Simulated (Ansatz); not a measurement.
## Ansatz (development build ahead of 0.2.0) run

```yaml
crystal:
  periodic: [false, false, false]
  atoms:
    - { symbol: C, position_ang: [0.00828, 0.00256, -0.1589] }
    - { symbol: H, position_ang: [-1.0e-05, 0.0079, 0.97716] }
basis:
  gaussian: { orbitals: STO-3G }
total_charge: 1
hamiltonian:
  xc: hf
correlation:
  method: mp2
  frozen_orbitals: { C: 1, H: 0 }
```

The input is written out in the form of the current development build from the run's settings.

The run gave:

```
Converged                       : yes
Reference energy                : -37.45472 hartree
Correlation energy              : -0.03203 hartree
Total energy                    : -37.48675 hartree
Spin squared of the determinant : 0.000
```

Caution: in another basis set an unrestricted determinant lies well below.
